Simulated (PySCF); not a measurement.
C2H2, charge -1, doublet, geometry from GFN2-xTB (a state made from the parent by changing its charge; the spin is typed, not shown lowest); MP2/def2-SV(P) in PySCF.

Input for PySCF:
```python
from pyscf import gto, scf, mp

mol = gto.M(
    atom='''
C    -0.562046    0.174934   -0.262165
C     0.634860   -0.027045    0.107002
H    -1.598383   -0.210799    0.039867
H     1.161498   -0.676533    0.891111
''',
    basis='def2-sv(p)',
    charge=-1,
    spin=1,
    verbose=5,
)

mf = scf.UHF(mol)
mf.kernel()

pt = mp.MP2(mf)
pt.kernel()
print('E(MP2) = %.10f' % pt.e_tot)
mf.analyze()
```

Q: Predict the main parts of the log of this PySCF run.

A: 
```
PySCF version 2.14.0

[INPUT] verbose = 5
[INPUT] max_memory = 4000
[INPUT] num. atoms = 4
[INPUT] num. electrons = 15
[INPUT] charge = -1
[INPUT] spin (= nelec alpha-beta = 2S) = 1
[INPUT] symmetry False subgroup None
[INPUT] Mole.unit = angstrom
[INPUT] Symbol           X                Y                Z      unit          X                Y                Z       unit  Magmom
[...]
[INPUT] ---------------- BASIS SET ----------------
[INPUT] l, kappa, [nprim/nctr], expnt,             c_1 c_2 ...
[INPUT] C
[...]
                                186.29004992      0.040638409211
                                42.251176346      0.18025593888
                                11.676557932      0.46315121755
                                3.5930506482      0.44087173314
[...]
                                2.0103545142      0.21117025112
                                0.54771004707     0.51328172114
[...]
[INPUT] H
[...]
                                1.9622572         0.13796524
                                0.44453796        0.47831935
[...]
nuclear repulsion = 23.5685257861776
number of shells = 16
number of NR pGTOs = 56
number of NR cGTOs = 32
basis = def2-sv(p)
ecp = {}

******** <class 'pyscf.scf.uhf.UHF'> ********
method = UHF
initial guess = minao
damping factor = 0
level_shift factor = 0
DIIS = <class 'pyscf.scf.diis.CDIIS'>
diis_start_cycle = 1
diis_space = 8
diis_damp = 0
SCF conv_tol = 1e-09
SCF conv_tol_grad = None
SCF max_cycles = 50
direct_scf = True
direct_scf_tol = 1e-13
number electrons alpha = 8  beta = 7
Set gradient conv threshold to 3.16228e-05
E1 = -148.69122345490825  E2 = 48.455647263364995  Ecoul = 59.294548415355074  Exc = -10.838901151990079
init E= -76.6670504053656
cond(S) = 968.2032682297289

  alpha mo_energy =
[-11.29464036 -11.29001524  -1.29098742  -0.71950522  -0.50925833
  -0.27818368  -0.25796632  -0.04343337   0.09900615   0.18407778
   0.22475265   0.46349797   0.48278572   0.61771734   0.6554541
   0.68868294   0.69350251   0.77182875   0.82495489   0.83375777
   0.97783633   1.11760247   1.70648931   1.77375272   1.77867927
   2.0196885    2.13880653   2.23271232   2.33791404   2.70724894
   2.88875698   3.09837986]
  beta  mo_energy =
[-11.29464036 -11.29001524  -1.29098742  -0.71950522  -0.50925833
  -0.27818368  -0.25796632  -0.04343337   0.09900615   0.18407778
   0.22475265   0.46349797   0.48278572   0.61771734   0.6554541
   0.68868294   0.69350251   0.77182875   0.82495489   0.83375777
   0.97783633   1.11760247   1.70648931   1.77375272   1.77867927
   2.0196885    2.13880653   2.23271232   2.33791404   2.70724894
   2.88875698   3.09837986]
multiplicity <S^2> = 0.75  2S+1 = 2
E1 = -154.289584939299  E2 = 54.114234381866915  Ecoul = 65.32514556983053  Exc = -11.21091118796361
cycle= 1 E= -76.6068247712545  delta_E= 0.0602  |g|= 0.229  |ddm|= 1.72
  alpha mo_energy =
[-10.82082375 -10.81850395  -0.6595833   -0.4312096   -0.30649083
  -0.10768361  -0.05882282   0.05345794   0.42123918   0.45659898
   0.48442214   0.77370869   0.77626609   0.92258054   1.00188422
   1.00213147   1.01203497   1.15203115   1.16919798   1.18457977
   1.26608472   1.55899129   2.12606054   2.17121244   2.1772934
   2.42224269   2.54121862   2.63321381   2.75635937   3.1283836
   3.30154165   3.54516727]
  beta  mo_energy =
[-10.8106542  -10.8081368   -0.63181947  -0.37776383  -0.26566717
  -0.04480957  -0.01443582   0.38357373   0.44512434   0.50226242
   0.50382979   0.79073397   0.79212513   0.94208019   1.0085732
   1.05329382   1.07098063   1.16398071   1.18366802   1.22235389
   1.28518929   1.58222598   2.13329923   2.20609075   2.20658623
   2.44577723   2.57507587   2.66583465   2.77252731   3.13846412
   3.33020537   3.55543961]
multiplicity <S^2> = 0.75600716  2S+1 = 2.0059982
E1 = -152.85689513264515  E2 = 52.644989432831785  Ecoul = 63.727276021684645  Exc = -11.08228658885286
cycle= 2 E= -76.6433799136358  delta_E= -0.0366  |g|= 0.0913  |ddm|= 0.542
  alpha mo_energy =
[-1.09688474e+01 -1.09666204e+01 -7.31294287e-01 -4.61114061e-01
 -3.51593068e-01 -1.74230170e-01 -1.19178312e-01  6.11164883e-03
  4.13833582e-01  4.42328911e-01  4.52016343e-01  7.43119402e-01
  7.55125634e-01  8.83513082e-01  9.49319679e-01  9.65708774e-01
  9.67342116e-01  1.08894058e+00  1.12681876e+00  1.15236350e+00
  1.24068406e+00  1.47248778e+00  2.04745463e+00  2.09295276e+00
  2.10040895e+00  2.35299279e+00  2.46675516e+00  2.55984094e+00
  2.67790650e+00  3.05028903e+00  3.22644713e+00  3.45310721e+00]
  beta  mo_energy =
[-10.95819103 -10.9557833   -0.70904646  -0.41017808  -0.3215274
  -0.10517707  -0.07016371   0.36659032   0.44029695   0.46413749
   0.48270953   0.75323923   0.77232577   0.90763631   0.9555871
   1.01672576   1.02927192   1.10093307   1.13876967   1.18152619
   1.25758727   1.49429494   2.05439035   2.1287128    2.12919651
   2.37319317   2.499113     2.59230043   2.69426663   3.06135681
   3.25479265   3.46344113]
multiplicity <S^2> = 0.76154578  2S+1 = 2.0115126
E1 = -153.3642351935369  E2 = 53.14623564842383  Ecoul = 64.28402817915261  Exc = -11.137792530728781
cycle= 3 E= -76.6494737589354  delta_E= -0.00609  |g|= 0.0306  |ddm|= 0.199
  alpha mo_energy =
[-1.09497587e+01 -1.09474845e+01 -7.17103920e-01 -4.54159143e-01
 -3.44437960e-01 -1.73949750e-01 -1.11576481e-01  2.40665671e-03
  4.20091481e-01  4.48071293e-01  4.57009003e-01  7.49055040e-01
  7.59936098e-01  8.86207525e-01  9.55405335e-01  9.68910613e-01
  9.69115084e-01  1.09679252e+00  1.13709045e+00  1.16416941e+00
  1.24470551e+00  1.48385724e+00  2.05759575e+00  2.10040177e+00
  2.10884301e+00  2.36500270e+00  2.47432171e+00  2.56692515e+00
  2.68813030e+00  3.05948686e+00  3.23655410e+00  3.46697293e+00]
  beta  mo_energy =
[-10.93787472 -10.93541214  -0.69754942  -0.40523891  -0.32144305
  -0.09754796  -0.0590689    0.3784935    0.4426832    0.47096995
   0.48535621   0.75700699   0.77652074   0.91313114   0.96205459
   1.02484709   1.04082647   1.11009174   1.14540115   1.19023079
[...]
converged SCF energy = -76.6509638098322  <S^2> = 0.77525948  2S+1 = 2.025102
E(UMP2) = -76.9015097765862  E_corr = -0.250545966754031
E(SCS-UMP2) = -76.8961907809601  E_corr = -0.245226971127893
E(MP2) = -76.9015097766
Total Energy =                         -76.650963809832177
[...]
1 C 3dxy         0.00957  -0.02801  -0.42643  -0.28658  -0.34719
1 C 3dyz         0.13658   0.00764  -0.08867   0.02257   0.49901
1 C 3dz^2       -0.02376  -0.02898  -0.40693   0.45178   0.09682
1 C 3dxz        -0.02324   0.04368  -0.33725  -0.31924   0.27742
1 C 3dx2-y2      0.00900   0.05698  -0.14621   0.33061  -0.19943
2 H 1s           0.02797   0.17243  -0.00000   0.00000  -0.01168
2 H 2s          -0.15308  -0.09628   0.00000  -0.00000   0.01877
3 H 1s          -0.02797  -0.17243   0.00000  -0.00000  -0.01168
3 H 2s           0.15308   0.09627  -0.00000   0.00000   0.01877
               #26       #27       #28       #29       #30
0 C 1s           0.00043  -0.00000  -0.00010  -0.00105  -0.00000
0 C 2s          -0.01583   0.00000   0.00023  -0.00983   0.00000
0 C 3s          -0.05105   0.00000  -0.01292   0.09951   0.00000
0 C 2px          0.01860  -0.00141   0.02025  -0.01878  -0.00215
0 C 2py          0.02527   0.01287  -0.00320  -0.00220   0.01962
0 C 2pz         -0.02576   0.01160   0.00600   0.00016   0.01770
0 C 3px          0.10005   0.00020   0.08046   0.15445  -0.00139
0 C 3py         -0.02417  -0.00184   0.04483  -0.02135   0.01268
0 C 3pz          0.03894  -0.00166  -0.03995   0.04241   0.01144
0 C 3dxy        -0.43474   0.14677  -0.11606  -0.15333   0.49786
0 C 3dyz         0.10942  -0.04792   0.68386  -0.05876   0.07868
0 C 3dz^2        0.19348  -0.55234  -0.06290  -0.26441   0.25572
0 C 3dxz         0.40089   0.20448   0.04894   0.30143   0.42175
0 C 3dx2-y2     -0.26159  -0.35912  -0.01406   0.52348   0.04098
1 C 1s           0.00043  -0.00000   0.00010  -0.00105  -0.00000
1 C 2s          -0.01583   0.00000  -0.00023  -0.00983   0.00000
1 C 3s          -0.05105   0.00000   0.01292   0.09951   0.00000
1 C 2px          0.00723   0.00141   0.02005   0.01390   0.00215
1 C 2py          0.02719  -0.01287  -0.00360  -0.00771  -0.01962
1 C 2pz         -0.02927  -0.01160   0.00643   0.01024  -0.01770
1 C 3px         -0.10667  -0.00020   0.02736  -0.15017   0.00139
1 C 3py          0.01071   0.00184  -0.06302   0.03005  -0.01268
1 C 3pz         -0.02482   0.00166   0.07320  -0.05154  -0.01144
1 C 3dxy         0.25245  -0.11491   0.26068  -0.19142   0.50637
1 C 3dyz         0.47327   0.05280  -0.60729  -0.07892   0.07540
1 C 3dz^2       -0.22660   0.56741  -0.02550  -0.24113   0.21930
1 C 3dxz        -0.27163  -0.17732  -0.19047   0.33870   0.43417
1 C 3dx2-y2      0.23388   0.36097   0.11833   0.49602   0.01756
2 H 1s           0.05495  -0.00000   0.01742  -0.01405  -0.00000
2 H 2s          -0.11323   0.00000  -0.03623   0.03964   0.00000
3 H 1s           0.05495  -0.00000  -0.01742  -0.01405  -0.00000
3 H 2s          -0.11323   0.00000   0.03623   0.03964   0.00000
               #31       #32
0 C 1s          -0.00022   0.00096
0 C 2s          -0.01250  -0.07415
0 C 3s          -0.01248  -0.08428
0 C 2px         -0.00223  -0.08766
0 C 2py          0.01401   0.01317
0 C 2pz         -0.01580  -0.02524
0 C 3px         -0.06812   0.00773
0 C 3py         -0.02727  -0.00240
0 C 3pz          0.02197   0.00360
0 C 3dxy         0.44056   0.11866
0 C 3dyz         0.10839   0.05309
0 C 3dz^2       -0.19709   0.28615
0 C 3dxz        -0.44187  -0.26982
0 C 3dx2-y2      0.21713  -0.55233
1 C 1s           0.00022  -0.00096
1 C 2s           0.01250   0.07415
1 C 3s           0.01248   0.08428
1 C 2px         -0.01462  -0.08619
1 C 2py         -0.01116   0.01616
1 C 2pz          0.01061  -0.02838
1 C 3px         -0.03288   0.00873
1 C 3py          0.04431  -0.00038
1 C 3pz         -0.05312   0.00148
1 C 3dxy         0.33056  -0.22233
1 C 3dyz         0.29990  -0.10798
1 C 3dz^2       -0.27428  -0.22277
1 C 3dxz        -0.31277   0.37127
1 C 3dx2-y2      0.33885   0.47758
2 H 1s          -0.01661  -0.01184
2 H 2s           0.07757  -0.04514
3 H 1s           0.01661   0.01184
3 H 2s          -0.07757   0.04514

To work with the spin densities directly, `use mulliken_meta_spin()` only printing them here.

 ** Mulliken spin pop alpha/beta on meta-lowdin orthogonal AOs **
 ** Mulliken Spin Density (per AO)  **
spin_pop of  0 C 1s        0.00000
spin_pop of  0 C 2s        0.10750
spin_pop of  0 C 3s        0.00276
spin_pop of  0 C 2px      -0.01511
spin_pop of  0 C 2py       0.12180
spin_pop of  0 C 2pz       0.16439
spin_pop of  0 C 3px       0.00324
spin_pop of  0 C 3py       0.00254
spin_pop of  0 C 3pz       0.00447
spin_pop of  0 C 3dxy     -0.00028
spin_pop of  0 C 3dyz     -0.00032
spin_pop of  0 C 3dz^2    -0.00042
spin_pop of  0 C 3dxz     -0.00027
spin_pop of  0 C 3dx2-y2   -0.00029
spin_pop of  1 C 1s        0.00000
spin_pop of  1 C 2s        0.10750
spin_pop of  1 C 3s        0.00276
spin_pop of  1 C 2px       0.17578
spin_pop of  1 C 2py       0.05637
spin_pop of  1 C 2pz       0.03892
spin_pop of  1 C 3px       0.01113
spin_pop of  1 C 3py      -0.00017
spin_pop of  1 C 3pz      -0.00072
spin_pop of  1 C 3dxy     -0.00067
spin_pop of  1 C 3dyz      0.00007
spin_pop of  1 C 3dz^2    -0.00008
spin_pop of  1 C 3dxz     -0.00064
spin_pop of  1 C 3dx2-y2   -0.00026
spin_pop of  2 H 1s        0.10675
spin_pop of  2 H 2s        0.00324
spin_pop of  3 H 1s        0.10676
spin_pop of  3 H 2s        0.00324
 ** Mulliken Spin Density (per atom)  **
spin density of  0 C =      0.39000
spin density of  1 C =      0.39000
spin density of  2 H =      0.11000
spin density of  3 H =      0.11000
 ** Mulliken pop alpha/beta on meta-lowdin orthogonal AOs **
 ** Mulliken pop       alpha | beta **
[...]
In total             8.00000 | 7.00000
 ** Mulliken atomic charges   ( Nelec_alpha | Nelec_beta ) **
charge of  0C =     -0.47930  (     3.43465      3.04465 )
charge of  1C =     -0.47930  (     3.43465      3.04465 )
charge of  2H =     -0.02070  (     0.56535      0.45535 )
charge of  3H =     -0.02070  (     0.56535      0.45535 )

WARN: System has nonzero charge -1; the dipole moment is origin-dependent.
Location of origin: [0. 0. 0.]

Dipole moment(X, Y, Z, Debye): -0.61945, -1.25812,  1.32000
```
